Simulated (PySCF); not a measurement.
Simulated absorption spectrum

Compound: tetrachloroethylene, C₂Cl₄.
Numbering: `[Cl:1][C:2]([Cl:3])=[C:4]([Cl:5])[Cl:6]`

Level of theory: PySCF, TDDFT CAM-B3LYP/def2-SVPD, vertical, gas phase, core orbitals frozen in the response. Isolated species at its GFN2-xTB geometry, gas phase.

Broadening: Gaussians 0.5 eV wide at half height, area fixed by f = 4.319×10⁻⁹ ∫ε dν̃. The width is an assumption, not a result. The curve ends short of the highest state used, and states not computed would add to its high-energy end.

(λ (nm), ε (L mol⁻¹ cm⁻¹)): (178.9, 1295), (180.4, 906), (181.9, 605), (183.4, 407), (185.0, 317), (186.5, 364), (188.0, 575), (189.5, 1012), (191.0, 1758), (192.5, 2904), (194.0, 4521), (195.5, 6631), (197.0, 9182), (198.5, 12028), (200.0, 14944), (201.5, 17645), (203.1, 19969), (204.6, 21373), (206.1, 21882), (207.6, 21469), (209.1, 20223), (210.6, 18322), (212.1, 15990), (213.6, 13466), (215.1, 10959), (216.6, 8632), (218.1, 6589), (219.6, 4881), (221.1, 3513), (222.7, 2401), (224.2, 1635), (225.7, 1086), (227.2, 704), (228.7, 447), (230.2, 277), (231.7, 168), (233.2, 100), (234.7, 59), (236.2, 34), (237.7, 19), (239.2, 11), (240.8, 6), (242.3, 3), (243.8, 2), (245.3, 1), (246.8, 0), (248.3, 0), (249.8, 0), (251.3, 0), (252.8, 0), (254.3, 0), (255.8, 0), (257.3, 0), (258.8, 0), (260.4, 0), (261.9, 0)

(1) Locate the maxima and give the states behind the curve.

(2) Coming from long wavelengths, where does ε first pass 100 L mol⁻¹ cm⁻¹?

(3) On this curve, what absorbance would a 10⁻⁵ mol/L sample give at 193 nm over a 1 cm path?

## Answers

(1) 206 nm (6.01 eV), ε about 22000, made up of S2 (100%) (ε in L mol⁻¹ cm⁻¹; maxima over ε = 5, shares over 10%). At its high-energy end, 6.93 eV, the curve is still rising (ε about 1300, from S6). The states used: S1 5.48 eV (f 0.0000); S2 6.01 eV (f 0.406); S3 6.09 eV (f 0.0002); S4 6.20 eV (f 0.0000); S5 6.66 eV (f 0.0000); S6 7.18 eV (f 0.044); S7 7.39 eV (f 0.013); S8 7.53 eV (f 0.0000).

(2) At about 233 nm (5.32 eV), 0.17 eV below S1.

(3) 193 nm is 6.424 eV, where ε is about 3400 L mol⁻¹ cm⁻¹, so A = ε c l ≈ 0.034 (Beer–Lambert, with the gas-phase spectrum and the assumed width).
